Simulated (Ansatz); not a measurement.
**Scan of the H4–C1–C2 angle**

C₂HO (charge -1), singlet, at its PBE0-D4/def2-TZVPD minimum:

```json
{"atom": "C1", "x (Å)": "0.3225", "y (Å)": "-0.5914", "z (Å)": "0.3054"}
{"atom": "C2", "x (Å)": "-0.4069", "y (Å)": "0.2704", "z (Å)": "-0.2459"}
{"atom": "O3", "x (Å)": "-1.2170", "y (Å)": "0.9954", "z (Å)": "-0.7901"}
{"atom": "H4", "x (Å)": "1.3014", "y (Å)": "-0.6743", "z (Å)": "0.7306"}
```

The angle H4–C1–C2 (139.3° at the minimum) is set to the values below, H4, with anything bonded beyond it, turning rigidly in the plane of the angle. Each method's energies count from its own value at the PBE0-D4 minimum structure. Computed with Ansatz 0.2.0 (basis: def2-TZVPPD); correlated methods freeze the cores.

CCSD(T) energies along the scan:
| angle (°) | CCSD(T) (eV) |
| --- | --- |
| 115.3 | 0.102 |
| 121.3 | 0.052 |
| 127.3 | 0.019 |
| 133.3 | 0.003 |
| 139.3 | 0.000 |
| 145.3 | 0.008 |
| 151.3 | 0.023 |
| 157.3 | 0.043 |
| 163.3 | 0.064 |
They count from the CCSD(T) energy at the PBE0-D4 minimum.

Minimum and curvature along this coordinate at CCSD(T): A fifth-order fit through the nearest points gives 137.7°, with a curvature of about 0.32 meV/deg².

Largest difference from the CCSD(T) curve over the scan: r2SCAN-D4 0.016; PBE0-D4 0.015; HF 0.027 eV. Each curve counts from its own value at the minimum.

No T1 diagnostic of these runs exceeds 0.021.

For scale, one of the runs: CCSD(T)/def2-TZVPPD, 131 basis functions (an equivalent command: `ansatz run in.yaml --threads 2`). Hardware: 2 CPU threads, shared host. Wall time 6 s; peak host memory 0.76 GiB.
